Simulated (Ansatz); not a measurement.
Ansatz (a first-principles code) input (wB97M-V/def2-TZVPP): A basis named .json is the Basis Set Exchange file of that set (core-valence sets with the plain set on hydrogen).

Ansatz 0.2 input:
```yaml
crystal:
  periodic: [false, false, false]
  atoms:
    - {symbol: O, position_ang: [0.02204159, 1.10436371, -0.00118827]}
    - {symbol: H, position_ang: [-0.92327012, 1.31460394, 0.01604549]}
    - {symbol: Cl, position_ang: [0.04393750, -0.59703021, -0.00038467]}
basis:
  gaussian:
    orbitals: def2-TZVPP
    fitting: {mean_field: def2-universal-JKFIT.json}
hamiltonian:
  xc: {name: wB97M-V}
magnetization: {spin_polarized: false}
```

Output:

```
Functional definition: wB97M-V
integrals: 0.02 GiB planned
223 factors; integrals over basis functions are off by at most 1.4e0 eV
integrals: 0.05 GiB planned
223 factors; integrals over basis functions are off by at most 4.7e-6 eV
mean field: 0.23 GiB planned
mean field evaluation 1: about -14582.6757 eV, gradient 3.1e1 eV
mean field evaluation 2: about -14582.3622 eV, gradient 3.5e1 eV
mean field evaluation 4: about -14584.2550 eV, gradient 5.8e-1 eV
mean field evaluation 8: about -14584.2567 eV, gradient 1.3e-2 eV
mean field evaluation 16: about -14584.2567 eV, gradient 3.0e-5 eV
mean field -14584.25668602 eV, -535.9615476469 hartree, gradient 3.0e-5 eV, S^2 0.000000; 0 other end points of the search recorded, 0 dependent functions left out
reference -14584.25671108 eV, -535.9615485678 hartree; 13, 13 occupied and 74, 74 virtual orbitals, 223 factors
Total energy: -14584.25671108 eV, -535.9615485678 hartree
```
